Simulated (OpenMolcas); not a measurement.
# C2H5F (SMILES CCF): MP2/4-31G

Wanted: a geometry optimisation of C2H5F. 

The results are computed with OpenMolcas 26.06.

## Step 1: Starting point

C2H5F: 8 atoms, total charge 0, spin state singlet. As SMILES, `CCF`. Geometry: relaxed at PBE0-D4/def2-TZVP. The run starts from this shape.

Bond lengths: C1–C2 1.504 Å, C2–F3 1.386 Å, C1–H4 1.093 Å, C1–H5 1.092 Å, C1–H6 1.091 Å, C2–H7 1.094 Å, C2–H8 1.094 Å. Some angles: C1–C2–F3 110.1°, C1–C2–H7 111.6°, C1–C2–H8 111.6°, F3–C2–H7 107.4°, F3–C2–H8 107.4°, C2–C1–H4 109.9°, C2–C1–H5 110.8°, C2–C1–H6 110.8°, H7–C2–H8 108.6°, H4–C1–H5 108.4°.

## Step 2: A geometry optimisation at MP2/4-31G

File mol.input:

```
&GATEWAY
  COORD
  8
  angstrom
  C       -0.431700       0.566900      -0.264600
  C        0.378400      -0.599100       0.230500
  F        1.663300      -0.186400       0.546500
  H       -1.443900       0.237400      -0.512600
  H        0.018600       0.998500      -1.160400
  H       -0.500300       1.343000       0.499800
  H        0.464000      -1.381500      -0.529800
  H       -0.056300      -1.036000       1.134800
  BASIS=4-31G
  GROUP=NoSym
>>> EXPORT MOLCAS_MAXITER=60
>>> Do While

&SEWARD

&SCF
  PRORBITALS=0

&MBPT2
  FROZEN=3
  GRDT

&SLAPAF
  THRSHLD=0.0 1e-05
  KRIGING
  HUPDATE=None
>>> EndDo
```

On the command line:

```bash
export MOLCAS_MEM=1860
pymolcas mol.input > mol.log
```

**Question.** What will come out? Wanted: total energy at the end; dipole moment; HOMO energy; LUMO energy; HOMO–LUMO gap; correlation energy.

Computed results:

At MP2/4-31G, 3 core orbitals frozen:

```
                                   quantity          value
                    total energy at the end  -178.15192 Eh
         dipole moment (mean-field density)         2.77 D
        HOMO energy (Hartree–Fock orbitals)      -13.60 eV
        LUMO energy (Hartree–Fock orbitals)        6.43 eV
      HOMO–LUMO gap (Hartree–Fock orbitals)       20.03 eV
correlation energy (3 core orbitals frozen)     -308.6 mEh
```

In words: At the final geometry: Bond lengths: C1–C2 1.521 Å, C2–F3 1.458 Å, C1–H4 1.097 Å, C1–H5 1.094 Å, C1–H6 1.094 Å, C2–H7 1.094 Å, C2–H8 1.094 Å. Some angles: C1–C2–F3 108.7°, C1–C2–H7 112.3°, C1–C2–H8 112.3°, F3–C2–H7 106.8°, F3–C2–H8 106.8°, C2–C1–H4 110.3°, C2–C1–H5 110.3°, C2–C1–H6 110.3°, H7–C2–H8 109.5°, H4–C1–H5 108.7°. The optimisation took 6 steps and changed the energy by -0.089 eV. Mulliken charges of the mean-field density run from -0.49 on C1 to +0.18 on H5.
